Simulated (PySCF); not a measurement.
**CCSDTQ/STO-3G run of SiH3F (SMILES F[SiH3])**

Aim: the energy change on altering one bond length of SiH3F at CCSDTQ/STO-3G, from 2 runs. 

Program for the calculation: PySCF 2.14.0.

9 further runs of the same task are left out: 3 that didn't finish, 6 set aside as unsound or not needed.

## 1. Starting point

SiH3F: 5 atoms, total charge 0, spin state singlet. SMILES: `F[SiH3]`. The coordinates come from a PBE0-D4/def2-TZVP relaxation.

Bond lengths: F1–Si2 1.600 Å, Si2–H3 1.482 Å, Si2–H4 1.482 Å, Si2–H5 1.482 Å. Angles: F1–Si2–H3 108.3°, F1–Si2–H4 108.3°, F1–Si2–H5 108.3°, H3–Si2–H4 110.6°, H3–Si2–H5 110.6°, H4–Si2–H5 110.6°.

## 2. The energy at CCSDTQ/STO-3G

The input, job.py:

```python
from pyscf import gto, scf, cc

mol = gto.M(
    atom='''
F     -2.408645     0.307647     1.621385
Si     0.081825    -0.036472    -0.058015
H     -0.695041    -0.363961    -2.728198
H      1.452443    -2.301497     0.853400
H      1.663904     2.255199     0.233192
''',
    spin=0,
    basis='sto-3g',
    unit='bohr',
    verbose=3,
    max_memory=1860,
)

mf = scf.RHF(mol)
mf.conv_tol = 1e-10
mf.kernel()
if not mf.converged:
    mf = mf.newton().run(mf.mo_coeff, mf.mo_occ)

mycc = cc.CCSDTQ(mf, frozen=6)
mycc.kernel()
etot = mycc.e_tot
print(f'total energy: {etot:.8f} hartree')
```

On the command line:

```
OMP_NUM_THREADS=1 python job.py
```

The program printed:

```text
converged SCF energy = -385.385473841241
_make_eris_incore_RCCSDTQ
RCCSDTQ converged
E(RCCSDTQ) = -385.4658882432158   E_corr = -0.08041440197489751
E_corr(same-spin) = -0.00471543183024202
E_corr(oppo-spin) = -0.0756989701446555
total energy: -385.46588824 hartree
```

Wall time 11 s (1 thread of Arm Neoverse N1, shared host); peak memory 0.12 GiB.

## 3. The distorted shape at the same level

The input, mol.xyz:

```xyz
5

F     -1.442050    -0.079755     0.827178
Si    -0.124150    -0.261855    -0.061522
H     -0.535250    -0.435155    -1.474522
H      0.601150    -1.460455     0.420778
H      0.880500     1.193400     0.123400
```

The input, input.py:

```python
from pyscf import gto, cc

molecule = gto.M(
    atom='mol.xyz',
    verbose=3,
    max_memory=1860,
    basis='sto-3g',
)

mf = molecule.RHF()
mf.conv_tol = 1e-10
mf.kernel()
if not mf.converged:
    mf = mf.newton().run(mf.mo_coeff, mf.mo_occ)

mycc = cc.CCSDTQ(mf, frozen=6)
mycc.kernel()
energy = mycc.e_tot
print('Final energy', energy)
```

On the command line:

```
OMP_NUM_THREADS=1 python input.py
```

The program printed:

```text
converged SCF energy = -385.341042671795
_make_eris_incore_RCCSDTQ
RCCSDTQ converged
E(RCCSDTQ) = -385.4336387903039   E_corr = -0.09259611850868757
E_corr(same-spin) = -0.00526620317542583
E_corr(oppo-spin) = -0.0873299153332617
Final energy -385.43363879030386
```

Run time: 11 s. Hardware: 1 thread of Arm Neoverse N1, shared host; peak memory 0.13 GiB.

## 4. Summary of results

Level: CCSDTQ/STO-3G, 6 core orbitals frozen.

| quantity | value |
| --- | --- |
| first shape: total energy | -385.46589 Eh |
| first shape: dipole moment (Hartree–Fock density) | 1.04 D |
| first shape: HOMO energy (Hartree–Fock orbitals) | -10.43 eV |
| first shape: LUMO energy (Hartree–Fock orbitals) | 13.48 eV |
| first shape: HOMO–LUMO gap (Hartree–Fock orbitals) | 23.91 eV |
| first shape: correlation energy (6 core orbitals frozen) | -80.4 mEh |
| first shape: T1 diagnostic | 0.008 |
| distorted shape: total energy | -385.43364 Eh |
| distorted shape: dipole moment (Hartree–Fock density) | 0.97 D |
| distorted shape: HOMO energy (Hartree–Fock orbitals) | -9.48 eV |
| distorted shape: LUMO energy (Hartree–Fock orbitals) | 10.11 eV |
| distorted shape: HOMO–LUMO gap (Hartree–Fock orbitals) | 19.59 eV |
| distorted shape: correlation energy (6 core orbitals frozen) | -92.6 mEh |
| distorted shape: T1 diagnostic | 0.009 |
| energy change with the Si2–H5 bond stretched from 1.482 to 1.778 Å | 0.878 eV |

What this shows: With the Si2–H5 bond stretched from 1.482 to 1.778 Å the energy rises by 0.88 eV (84.7 kJ/mol). The first shape isn't relaxed at this level, so the change isn't measured from a minimum. The minimal basis adds a large error of its own. Mulliken charges (distorted shape) of the mean-field density run from -0.33 on F1 to +0.81 on Si2.
